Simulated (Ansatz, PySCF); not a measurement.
CH2, SMILES [CH2] (connectivity only; charge and spin as stated), neutral, multiplicity 1.

Coordinates come from a B3LYP-D3(BJ)/def2-TZVPD optimisation. The isomer is the one that the SMILES or the coordinates give; other isomers of the formula were not compared.

Two levels are set side by side: PBE/def2-TZVPD (Ansatz, an electronic-structure program) and EOM-CCSD/aug-cc-pVDZ (PySCF). PBE by ΔSCF, the other level by its IP root; same geometry, the bases differ. Differences are taken from unrounded values.

| quantity | EOM-CCSD |
|---|---|
| vertical ionisation energy (eV) | 10.39 |

Question: What does PBE give, and how far is it from EOM-CCSD? (The exact figures need the calculation; the answer reports its results.)

Answer: 
| quantity | PBE | PBE minus EOM-CCSD |
|---|---|---|
| vertical ionisation energy (eV) | 10.46 | 0.07 |

On these quantities the two levels nearly agree.
